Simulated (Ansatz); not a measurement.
## CH2F (SMILES [CH2]F): the vertical ionisation energy from total energies

CH2F: 4 atoms, total charge 0, spin state doublet. As SMILES, `[CH2]F`. Geometry: relaxed at PBE0-D4/def2-TZVP.

Both states at this one shape; open shells run unrestricted unless said. 1 Eh = 27.2114 eV.

| level | program | doublet CH2F (Eh) | singlet CH2F+ (Eh) |
| --- | --- | --- | --- |
| U-r2SCAN/STO-3G | Ansatz | -137.091571 | -136.815501 |
| UBHLYP/STO-3G | Ansatz | -137.092163 | -136.808129 |
| UCAM-B3LYP/STO-3G | Ansatz | -137.073950 | -136.797627 |

Task: Work out the vertical ionisation energy at each level.

Result: 
1. U-r2SCAN/STO-3G: -136.815501 − (-137.091571) = 0.276070 Eh = 7.51 eV.
2. UBHLYP/STO-3G: -136.808129 − (-137.092163) = 0.284034 Eh = 7.73 eV.
3. UCAM-B3LYP/STO-3G: -136.797627 − (-137.073950) = 0.276323 Eh = 7.52 eV.

No measured value is set beside it here; the levels span 7.51 to 7.73 eV. Minimal sets are far from the basis-set limit.
